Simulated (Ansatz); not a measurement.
C$_{3}$H$_{2}$O$_{2}$, SMILES `C#COC=O`, 7 atoms. Charge 0, multiplicity 1. Hardware: A = 2 threads of a server CPU on a shared host; B = 2 threads of an AMD EPYC 7R13 on a shared host and a share of an NVIDIA H100 80 GB. Correlated methods freeze the cores. Open-shell runs search over several starts.

Question: How many basis functions does each run have, and how long does it take in Ansatz? UKS ωB97X-V/def2-TZVPP energy of the cation [A]; RKS PBE0-D4/def2-TZVP relaxation (8 steps) [A]; RHF-CCSD(T)/def2-SVP energy [A]; RKS PBE-QIDH (frozen core)/def2-TZVPP energy [A]; RKS ωB97M-V/def2-QZVPP energy [B]; RKS PBE0-D4/def2-QZVPP energy [B]; RKS r2SCAN0-D4/def2-TZVPP energy [A]; UKS B3LYP-D4/def2-TZVPP energy of the cation [A]; RKS PBE-D4/def2-TZVPP energy and forces [A]; RKS PBE0-D4/def2-SVP energy [A]; UKS r2SCAN-D4/def2-TZVPP energy of the cation [A]; RHF-CCSD(T)/def2-TZVPP energy [B]. (An estimate is asked.)

Answer: Computed: Other jobs shared the machine, so times are rough.

```csv
level,job,functions,wall time,peak host memory (GiB)
RKS PBE0-D4/def2-SVP,energy [A],80,1.3 s,0.37
RKS PBE-D4/def2-TZVPP,energy and forces [A],183,4 s,0.37
RKS r2SCAN0-D4/def2-TZVPP,energy [A],183,5.5 s,0.39
RKS PBE0-D4/def2-QZVPP,energy [B],345,5.5 s,0.86
RHF-CCSD(T)/def2-TZVPP,energy [B],183,7 s,0.78
RKS ωB97M-V/def2-QZVPP,energy [B],345,7 s,0.91
RKS PBE-QIDH (frozen core)/def2-TZVPP,energy [A],183,8.1 s,0.37
RHF-CCSD(T)/def2-SVP,energy [A],80,8.1 s,0.37
UKS B3LYP-D4/def2-TZVPP,energy of the cation [A],183,27 s,0.59
UKS ωB97X-V/def2-TZVPP,energy of the cation [A],183,48 s,0.73
RKS PBE0-D4/def2-TZVP,relaxation (8 steps) [A],167,49 s,0.37
UKS r2SCAN-D4/def2-TZVPP,energy of the cation [A],183,50 s,0.46
```

B3LYP here is the variant with VWN-RPA as its local correlation; programs differ in this.
